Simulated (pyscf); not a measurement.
This saddle point was located with ωB97X-D3(BJ)/def2-SVP in PySCF.

```
C
H 1 1.0992
H 1 1.0992 2 111.19
H 1 1.3263 2 104.07 3 -111.47
C 4 1.3621 3 146.04 1 179.59
H 5 1.0969 4 105.31 3 -57.04
H 5 1.0973 6 113.61 4 114.12
H 5 1.0973 6 113.61 7 131.79
Ge 1 1.9396 2 114.87 3 132.58
H 9 1.5392 1 109.71 2 54.89
H 9 1.5392 10 108.72 1 -119.97
H 9 1.5408 10 108.48 11 -117.77
```
Charge 0, spin multiplicity 2.

Surface: doublet, charge 0. Lowest wavenumbers (cm⁻¹): 1816i, 16, 82, 87, 331.

**Question.** Which two sides does it connect, and which bonds change?

**Answer.** H₃C–GeH₃ + CH₃• ⇌ •H₂C–GeH₃ + CH₄, a hydrogen abstraction read from left to right: C–H broken and C–H formed. At ωB97M-D3(BJ)/def2-TZVP it lies +0.65 eV from the left side and +0.76 eV from the right (each side as separated species at their lowest minima found). The same reactants have a lower exit, to H₃C–GeH₂• + CH₄ (barrier +0.24 eV at ωB97M-D3(BJ)/def2-TZVP, against +0.65 eV here). •H₂C–GeH₃ lies 0.89 eV over its isomer H₃C–GeH₂• (electronic energy, ωB97M-D3(BJ)/def2-TZVP). One saddle was located; it need not be the lowest between these sides. The angle at the transferred H is 180°. Elements up to Kr have no core potential and no relativistic terms here.
